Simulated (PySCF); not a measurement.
# Continuum solvent and chemical shifts

Mapped SMILES: `[O:1]=[S:2](=[O:3])([Cl:4])[Cl:5]`.

GIAO PBE0/pcSseg-1 in PySCF on one PBE0-D3(BJ)/def2-SVP conformer, non-relativistic, equivalent nuclei averaged. Solvents enter as an IEF-PCM continuum (chloroform with ε = 4.7, dichloromethane with ε = 8.9) around the gas-phase geometry.

In chloroform, σ in ppm: O1/O3 -82.3, S2 153.4, Cl4/Cl5 27.7. Dipole moment 1.78 D.

**Question.** How does each σ change in the more polar medium?

**Answer.** 
| atoms | environment | Δσ, dichloromethane |
| --- | --- | --- |
| O1/O3 | S=O oxygen | +2.3 |
| S2 | sulfonyl sulfur | -0.7 |
| Cl4/Cl5 | chlorine bonded to S | -2.4 |

Changes are relative to chloroform. The dipole moment becomes 1.83 D in dichloromethane.

**Question.** Which nuclei move most (in ppm), and what does the model miss?

**Answer.** O1/O3 (S=O oxygen, +2.3 ppm) and Cl4/Cl5 (chlorine bonded to S, -2.4 ppm) in dichloromethane. A continuum only polarises the solute; specific hydrogen bonds, the anisotropy of aromatic solvents and changes of geometry or conformer are outside it.
